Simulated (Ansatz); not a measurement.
**Structure optimisation: chromium, bcc**

Theory: Ansatz 0.2.0, DFT, PBE, plane waves (420 eV) with PAW, scalar-relativistic.

k-point mesh 11×11×11, Fermi-Dirac smearing 0.05 eV, starting moments 1.50, -1.50 μB. Cell and atoms relax.

Starting structure:

```cif
data_structure
_symmetry_space_group_name_H-M 'P 1'
_symmetry_Int_Tables_number 1
_cell_length_a 2.8839
_cell_length_b 2.8839
_cell_length_c 2.8839
_cell_angle_alpha 90.000
_cell_angle_beta 90.000
_cell_angle_gamma 90.000
_cell_volume 23.99
loop_
_atom_site_label
_atom_site_type_symbol
_atom_site_fract_x
_atom_site_fract_y
_atom_site_fract_z
_atom_site_occupancy
Cr1 Cr 0.00000 0.00000 0.00000 1
Cr2 Cr 0.50000 0.50000 0.50000 1
```

Task: The pressure at the start is -3.4 GPa. By how much does the volume change?

Result: From 11.99 to 11.76 Å³ per atom, -1.9 %. The final cell has a = 2.865 Å.

Task: How much energy does the relaxation gain?

Result: 2.6 meV per atom.

Task: Which magnetic state does it end in?

Result: antiferromagnetic, largest moment 1.00 μB in the atomic sphere; moments 1.00, -1.00 μB.

Real chromium orders in an incommensurate spin-density wave, which this two-atom cell only mimics.
